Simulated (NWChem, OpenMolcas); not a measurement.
# Exact exchange and the dipole moment of C2HClF2

The species is C2HClF2 (6 atoms), meant as a singlet with charge 0. SMILES: `FC(F)=CCl`. The coordinates come from a PBE0-D4/def2-TZVP relaxation.

The dipole moment y, in D, basis 6-31G(d); a is the functional's share of exact exchange. Programs: NWChem 7.3.0, OpenMolcas 26.06.

```
functional     program     a  y (D)
    revPBE  OpenMolcas     0   1.01
      TPSS  OpenMolcas     0   1.03
     B3LYP  OpenMolcas   0.2      ?
      PBE0      NWChem  0.25   1.05
     BHLYP  OpenMolcas   0.5   1.09
```

**Question.** Fit y = c + s·a to the known rows and predict B3LYP.

**Answer.** 
1. Means of the 4 rows: a = 0.1875, y = 1.045.
2. Σ(Δa)² = 0.17188, Σ(Δa·Δy) = 0.02375, so the slope is 0.02375/0.17188 = 0.13818.
3. Intercept: 1.045 − (0.13818) × 0.1875 = 1.019. The largest residual of the fit is 0.011.
4. B3LYP: 1.019 + (0.13818) × 0.2 = 1.05 D.

The run gave 1.03 D, so the prediction is off by +0.02 D, more than the scatter of the fit. More exact exchange makes the molecule more polar here.
